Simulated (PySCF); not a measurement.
Computed data sheet: `Cl[C@@H]1CC12CC2`

C5H7Cl.
SMILES with atom numbers: `[Cl:1][C@@H:2]1[CH2:3][C:4]12[CH2:5][CH2:6]2` (hydrogens: H7 on C2; H8, H9 on C3; H10, H11 on C5; H12, H13 on C6)

Geometry (PBE0-D3(BJ)/def2-SVP, Å), atoms numbered from 1 in this order:
```xyz
13
C5H7Cl angstrom
Cl     2.4197   -1.1995    0.2551
C      1.4070    0.2135   -0.0361
C      0.6095    0.8060    1.1019
C     -0.0548    0.0689    0.0015
C     -1.1799    0.2157   -0.9475
C     -0.9972   -1.0558   -0.1445
H      1.8659    0.8877   -0.7645
H      0.5292    1.8969    1.1476
H      0.6926    0.3032    2.0700
H     -2.0017    0.8826   -0.6692
H     -0.9610    0.1834   -2.0189
H     -0.6322   -1.9464   -0.6653
H     -1.6979   -1.2563    0.6712
```

Structural features include: C–Cl bond and cyclopropane ring.

From PBE0-D3(BJ)/def2-SVP geometry optimisation, gas phase (PySCF):

```
Point group                  : C1
Rotational constants A, B, C : 5.887, 1.961, 1.706 GHz
```

From PBE0/def2-SVPD ground state, ΔSCF and vertical TDDFT (core frozen in the response) (PySCF):

```
Dipole moment                                                     : 2.10 D
HOMO energy                                                       : -7.70 eV
LUMO energy                                                       : 0.63 eV
HOMO–LUMO gap                                                     : 8.33 eV
Lowest singlet excitation                                         : 6.78 eV (183 nm, f = 0.006)
Strongest line among the 10 lowest singlet transitions            : S8 at 8.15 eV (152 nm, f = 0.121)
Lowest triplet excitation (Tamm–Dancoff)                          : 6.14 eV
Static isotropic polarisability                                   : 70.4 au
Vertical ionisation energy                                        : 9.70 eV
Electronic spatial extent ⟨r²⟩ about the centre of nuclear charge : 739 bohr²
```

PBE0/pcSseg-1 ground state and GIAO shieldings, non-relativistic (PySCF):

```
Lowest Hirshfeld atomic charge                              : -0.09 e on C3
Highest Hirshfeld atomic charge                             : +0.05 e on H7, H8, H9, H10, H11, H12, H13
13C chemical shifts (computed TMS as zero) by class         : 42.5 (C2), 19.3 (C3), 16.7 (C4), 11.7 (C5), 9.2 (C6) ppm
1H chemical shifts (computed TMS as zero) by class          : 3.04 (H7), 1.31 (H8), 1.06 (H12), 1.03 (H9), 1.00 (H11), 0.93 (H10), 0.89 (H13) ppm
Isotropic shieldings of nuclei other than C and H, by class : 829 (Cl1) ppm
Mayer bond orders between heavy atoms                       : Cl1–C2 1.01, C2–C3 0.93, C3–C4 0.92, C4–C5 0.94, C5–C6 0.99, C4–C2 0.89, C6–C4 0.93
```

Monoisotopic mass from the formula: 102.0236 u.

With B = h/(8π²I), that is 505.379 GHz u Å² over I, the principal moments of inertia are 85.8, 257.7 and 296.2 u Å² (most abundant isotopes). The rotational constants make it an asymmetric top with κ = (2B − A − C)/(A − C) = -0.88, nearer the prolate limit (−1). The ΔSCF ionisation energy exceeds −ε(HOMO) by 2.00 eV with PBE0. The polarisability is 10.43 Å³ as a volume (1 au = 0.148185 Å³), or 1.30 au for each of the 54 electrons.

